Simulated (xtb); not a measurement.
xtb input:

```bash
xtb mol.xyz --gfn 2 --sp --chrg -1 --uhf 0
```
mol.xyz:
```
6

C     -0.97165697    -0.65156654    -0.00520927
C      0.00620844     0.49447777     0.00506174
H     -0.45337239    -1.61395950    -0.01586483
H     -1.61078508    -0.57064172     0.87489567
H     -1.61344761    -0.55262858    -0.88152790
O      1.18378704     0.45997030     0.00292278
```

Task: Which total energy does the run end on?

Result: -9.92003 Eh (GFN2-xTB).

This state (charge -1, singlet) is run at the relaxed geometry of the species with charge 0 and multiplicity 2.
